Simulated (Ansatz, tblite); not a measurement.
Spin states of the cluster Li2S⁺ (the lowest doublet isomer of a short search), each relaxed with r2SCAN-D4/def2-TZVP in Ansatz. Electronic energies in the gas phase.

The xTB rows come from tblite. B3LYP takes the VWN-RPA correlation. Correlated methods freeze 5 core orbitals; core or outer-core shells of Li are correlated, in sets that lack core-valence functions. In the quartet geometry the species has come apart into loosely held pieces. The structure comes from a short search, and lower isomers may exist.

Doublet geometry (D∞h within 0.1 Å):

```csv
atom,x (Å),y (Å),z (Å)
Li1,1.002,-1.061,1.723
Li2,-1.002,1.061,-1.723
S3,0.000,0.000,0.000
```

Quartet geometry (C∞v within 0.1 Å):

```xyz
3

Li   -1.071   -1.750   -2.247
Li    1.224    1.999    2.566
S    -0.152   -0.249   -0.319
```

⟨S²⟩: doublet 0.75 at PBE0-D4/def2-TZVP (pure 0.75), quartet 3.76 at PBE0-D4/def2-TZVP (pure 3.75).

Run but left out: LDA (SPW92)/def2-TZVP (doublet: an occupied level 0.03 eV above an empty one).

Only these spin states were relaxed. The quartet has fallen apart into loose fragments. The quartet has other bonds than the doublet, so the gap mixes isomer and spin.

| level | quartet − doublet (kcal/mol) | lowest of these |
| --- | --- | --- |
| GFN2-xTB | 102.6 | doublet |
| HF/STO-3G | 76.2 | doublet |
| HF/def2-TZVPP | 81.5 | doublet |
| B3LYP-D4/def2-TZVP | 99.4 | doublet |
| PBE0-D4/def2-TZVP | 99.7 | doublet |
| B2PLYP/def2-TZVP | 102.1 | doublet |
| MP2/def2-TZVPP | 101.9 | doublet |
| CCSD(T)/def2-TZVPP | 101.6 | doublet |

The xTB methods have no spin-polarisation term.
